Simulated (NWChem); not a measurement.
The numbers come from NWChem runs, not from measurements. System: diphosphorus (P2), charge 0, spin multiplicity 1, at a geometry optimised with PBE0/def2-SVP. Level: CR-EOMCCSD(T)/aug-cc-pVDZ, 10 core orbitals frozen.

Job file:

```
start mol
memory heap 100 mb stack 700 mb global 1900 mb
geometry units angstroms nocenter noautoz
  P      0.000000     0.000000     0.945544
  P      0.000000     0.000000    -0.945544
  symmetry group D2h
end
basis spherical
  * library aug-cc-pvdz
end
scf
  rhf
  nopen 0
  maxiter 100
  thresh 1e-7
  semidirect memsize 60000000 filesize 0
end
tce
  freeze core 10
  creomsd(t)
  nroots 1
  2eorb
  2emet 13
  thresh 1e-5
  maxiter 200
  tilesize 24
end
task tce energy
```

Part of the output:

```
             Northwest Computational Chemistry Package (NWChem) 7.3.0
             --------------------------------------------------------

                                NWChem Input Module
                                -------------------

 Scaling coordinates for geometry "geometry" by  1.889725989
 (inverse scale =  0.529177249)

 Turning off AUTOSYM since
 SYMMETRY directive was detected!

                             Geometry "geometry" -> ""
                             -------------------------

 Output coordinates in angstroms (scale by  1.889725989 to convert to a.u.)

  No.       Tag          Charge          X              Y              Z
 ---- ---------------- ---------- -------------- -------------- --------------
    1 P                   15.0000     0.00000000     0.00000000     0.94554400
    2 P                   15.0000     0.00000000     0.00000000    -0.94554400

 Effective nuclear repulsion energy (a.u.)      62.9610473045

            Nuclear Dipole moment (a.u.)
            ----------------------------
        X                 Y               Z
 ---------------- ---------------- ----------------
     0.0000000000     0.0000000000     0.0000000000

      Symmetry information
      --------------------

 Group name             D2h
 Group number             26
 Group order               8
 No. of unique centers     1

      Symmetry unique atoms

     1


 Summary of "ao basis" -> "" (spherical)
 ------------------------------------------------------------------------------
       Tag                 Description            Shells   Functions and Types
 ---------------- ------------------------------  ------  ---------------------
 *                        aug-cc-pvdz                 on all atoms

 Summary of "ao basis" -> "ao basis" (spherical)
 ------------------------------------------------------------------------------
       Tag                 Description            Shells   Functions and Types
 ---------------- ------------------------------  ------  ---------------------
 P                        aug-cc-pvdz               11       27   5s4p2d
[...]
 EOMCCSD SOLVER TYPE  1
  maxdiff =   0.46607092882869916

 No. of initial right vectors    1

 EOM-CCSD right-hand side iterations
 --------------------------------------------------------------
      Residuum       Omega / hartree  Omega / eV    Cpu    Wall
 --------------------------------------------------------------

 Iteration   1 using    1 trial vectors
   0.3147069885502   0.3728233547860   10.14504     1.0     1.0

 Iteration   2 using    2 trial vectors
   0.0705253953654   0.3112105031402    8.46847     0.7     0.7

 Iteration   3 using    3 trial vectors
   0.0463281421558   0.3050862948518    8.30182     0.7     0.7

 Iteration   4 using    4 trial vectors
   0.0566075130710   0.2990059149544    8.13637     0.7     0.7

 Iteration   5 using    5 trial vectors
   0.0345755998516   0.2930359455296    7.97392     0.7     0.7

 Iteration   6 using    6 trial vectors
   0.0143019456973   0.2919764887643    7.94509     0.7     0.7

 Iteration   7 using    7 trial vectors
   0.0081984314969   0.2917293834446    7.93836     0.7     0.7

 Iteration   8 using    8 trial vectors
   0.0065229537210   0.2916497823923    7.93620     0.7     0.7

 Iteration   9 using    9 trial vectors
   0.0076905748893   0.2916627618282    7.93655     0.7     0.7

 Iteration  10 using   10 trial vectors
   0.0088087575779   0.2914649564284    7.93117     0.7     0.7

 Iteration  11 using   11 trial vectors
   0.0064323865895   0.2913949753631    7.92926     0.7     0.7

 Iteration  12 using   12 trial vectors
   0.0039709584117   0.2914304649517    7.93023     0.7     0.7

 Iteration  13 using   13 trial vectors
   0.0021316183939   0.2913715169972    7.92863     0.7     0.7

 Iteration  14 using   14 trial vectors
   0.0010300491388   0.2913831706037    7.92894     0.7     0.7

 Iteration  15 using   15 trial vectors
   0.0004694130759   0.2913883588175    7.92908     0.7     0.7

 Iteration  16 using   16 trial vectors
   0.0002665430303   0.2913844091219    7.92898     0.7     0.7

 Iteration  17 using   17 trial vectors
   0.0002144808568   0.2913859713682    7.92902     0.7     0.7

 Iteration  18 using   18 trial vectors
   0.0001719387940   0.2913846798815    7.92898     0.7     0.7

 Iteration  19 using   19 trial vectors
   0.0001018805330   0.2913840485255    7.92897     0.7     0.7

 Iteration  20 using   20 trial vectors
   0.0000617422424   0.2913844620740    7.92898     0.7     0.7

 Iteration  21 using   21 trial vectors
   0.0000333215272   0.2913846078963    7.92898     0.7     0.7

 Iteration  22 using   22 trial vectors
   0.0000153522077   0.2913843610974    7.92898     0.7     0.7

 Iteration  23 using   23 trial vectors
   0.0000061614667   0.2913844555602    7.92898     0.7     0.7
 --------------------------------------------------------------
 Iterations converged
 ------------------

 Excited state root  1
 Excitation energy / hartree =        0.291384455560163
                   / eV      =        7.928977837630438
 largest EOMCCSD amplitudes: R1 and R2

 Singles contributions
    19ag  (alpha) ---    14b3u (alpha)       -0.7033885054
    22ag  (alpha) ---    14b3u (alpha)        0.5939425057
    17b2g (alpha) ---    12b1u (alpha)        0.1576726113

 Doubles contributions
======= CR-EOMCCSD(T) calculation ======
corresponding R0 value =     0.000000

CR-EOMCCSD(T) Intermediates cpu wall time             2.6            2.6
 creom_N i2_1 nr of boxes                   168
 creom_N i2_2 nr of boxes                   656
 creom_N i2_3 nr of boxes                   168
 creom_N i2_4 nr of boxes                   656

CR-EOMCCSD(T) triples loop cpu wall             0.4            0.4

 CR-EOMCCSD(T)  total energy / hartree       =      -681.439139595527990
 CR-EOMCCSD(T)  excitation energy (eV)       =      7.71359

 Task  times  cpu:      130.5s     wall:      130.5s

 Total times  cpu:      130.6s     wall:      130.6s
```
